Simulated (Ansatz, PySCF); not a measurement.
Species: BeH, net charge 0, doublet state. SMILES: [BeH]
Geometry: optimised at B3LYP-D3(BJ)/def2-TZVP (Ansatz, a first-principles code).

Quantity: vertical ionisation energy (to the singlet state of charge +1; each state is the SCF solution reached for its spin), in eV. Valence correlation only, unless marked. Open shells are spin-unrestricted. Spin-orbit coupling is left out. Non-relativistic. Basis-set limits of correlation are two-point, X^-3; Hartree-Fock from the larger set.

```json
[
 {"level": "SVWN5/def2-TZVPD", "program": "Ansatz", "vertical ionisation energy (eV)": "8.31", "minus last row": "0.01"},
 {"level": "r2SCAN/def2-TZVPD", "program": "Ansatz", "vertical ionisation energy (eV)": "8.42", "minus last row": "0.12"},
 {"level": "PBE0/def2-TZVPD", "program": "Ansatz", "vertical ionisation energy (eV)": "8.44", "minus last row": "0.14"},
 {"level": "wB97X-V/def2-TZVPD", "program": "Ansatz", "vertical ionisation energy (eV)": "8.29", "minus last row": "-0.01"},
 {"level": "CCSD/def2-TZVPPD", "program": "Ansatz", "vertical ionisation energy (eV)": "8.28", "minus last row": "-0.02"},
 {"level": "CCSD/def2-QZVPPD", "program": "Ansatz", "vertical ionisation energy (eV)": "8.28", "minus last row": "-0.02"},
 {"level": "CCSD/CBS(def2-TZVPPD,def2-QZVPPD)", "program": "Ansatz", "vertical ionisation energy (eV)": "8.28", "minus last row": "-0.02"},
 {"level": "CCSD(T)/def2-SVPD", "program": "Ansatz", "vertical ionisation energy (eV)": "8.25", "minus last row": "-0.05"},
 {"level": "CCSD(T)/def2-TZVPPD", "program": "Ansatz", "vertical ionisation energy (eV)": "8.29", "minus last row": "-0.01"},
 {"level": "CCSD(T)/CBS(def2-TZVPPD,def2-QZVPPD)", "program": "Ansatz", "vertical ionisation energy (eV)": "8.30", "minus last row": "0.00"}
]
```

For comparison, minus the highest occupied orbital energy (PySCF): 4.77 eV at BP86/def2-TZVPD, 8.46 eV at HF/def2-TZVPD, 6.37 eV at M06-2X/def2-TZVPD.
